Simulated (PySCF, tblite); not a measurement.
Dissociation curve of H₂O, SMILES O. The O1–H3 bond (O1 also carries H; H3 carries nothing else) is stretched with both fragments frozen at the PBE0/def2-TZVP optimised geometry.

Methods: GFN2-xTB, 300 K electronic temperature (tblite); UCCSD(T) = CCSD(T) on UHF/cc-pVDZ, 1 core orbital frozen (PySCF).

Energies relative to the lowest point of each curve near equilibrium, in eV; the last columns give the difference from UCCSD(T):

```tsv
R / Å	GFN2-xTB	UCCSD(T)	GFN2-xTB − UCCSD(T)
0.77	1.458	1.636	-0.178
0.82	0.676	0.790	-0.113
0.86	0.307	0.372	-0.066
0.90	0.099	0.128	-0.029
0.94	0.010	0.016	-0.006
0.96	0.000	0.000	0.000
1.00	0.033	0.030	0.002
1.02	0.071	0.072	-0.001
1.06	0.179	0.195	-0.015
1.11	0.361	0.407	-0.045
1.19	0.720	0.829	-0.108
1.29	1.230	1.419	-0.189
1.45	2.086	2.369	-0.283
1.56	2.657	2.948	-0.291
1.73	3.462	3.684	-0.221
1.92	4.222	4.300	-0.078
2.11	4.831	4.676	0.154
2.36	5.427	4.874	0.553
2.57	5.781	4.927	0.854
2.85	6.099	4.953	1.146
3.37	6.378	4.967	1.411
```

GFN2-xTB is furthest from UCCSD(T) at 3.37 (1.411 eV, above); its mean absolute difference over the points is 0.274 eV.

The unrestricted determinant behind UCCSD(T) is spin-contaminated at 1.45 to 3.37 Å (<S²> up to 1.0, against 0.00 for a pure singlet).
